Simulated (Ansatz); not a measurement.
```yaml
crystal:
  periodic: [false, false, false]
  atoms:
    - {symbol: C, position_ang: [-2.726000, 0.055671, -0.000490]}
    - {symbol: S, position_ang: [-1.389243, 0.796429, 0.004549]}
    - {symbol: Ga, position_ang: [1.087362, -0.397239, -0.002148]}
    - {symbol: H, position_ang: [1.461479, 1.478817, 0.009687]}
basis:
  gaussian: {orbitals: def2-TZVP}
hamiltonian: {xc: pbe0}
relax: {f_tol: 0.004, max_steps: 80}
```

```sh
$ ansatz run in.yaml --threads 1 --pin off --events-out ev --progress --plain --max-ram 2176MiB
```

Steps of the relaxation (energy above the last step; positions in Å, forces in eV/Å):

```
4
step 1, 261.1 meV
C    -2.726    0.056    0.000   -0.511   -0.227   -0.002
S    -1.389    0.796    0.005    0.120    0.350    0.002
Ga    1.087   -0.397   -0.002    0.617    1.239    0.008
H     1.461    1.479    0.010   -0.225   -1.362   -0.009
```

```
4
step 2, 95.3 meV
C    -2.775    0.047   -0.001   -0.188   -0.036    0.000
S    -1.456    0.829    0.005   -0.006    0.045    0.000
Ga    1.207   -0.247   -0.001   -0.061   -1.246   -0.008
H     1.457    1.305    0.009    0.255    1.237    0.008
```

```
4
step 3, 13.8 meV
C    -2.956    0.112    0.000    0.746    0.319    0.002
S    -1.525    0.706    0.004   -0.784   -0.301   -0.002
Ga    1.320   -0.263   -0.001    0.035   -0.142   -0.001
H     1.596    1.379    0.009    0.004    0.124    0.001
```

```
4
step 4, 4.4 meV
C    -2.977    0.117    0.000    0.228    0.100    0.001
S    -1.555    0.703    0.004   -0.251   -0.084   -0.001
Ga    1.355   -0.272   -0.001    0.039   -0.036    0.000
H     1.611    1.386    0.009   -0.016    0.020    0.000
```

```
4
step 8, 0.0 meV
C    -3.038    0.152    0.000   -0.001    0.000    0.000
S    -1.606    0.698    0.004    0.001    0.001    0.000
Ga    1.505   -0.299   -0.001    0.000   -0.002    0.000
H     1.573    1.382    0.009    0.000    0.002    0.000
```

Close pairs at the end: C1–S2 1.532 Å, Ga3–H4 1.682 Å.

A stationary point of restricted PBE0 after 8 steps (its stability towards spin polarisation wasn't tested); no frequencies were run, so it isn't proven a minimum. 37 s on 1 thread of Intel Xeon Platinum 8488C, shared host.
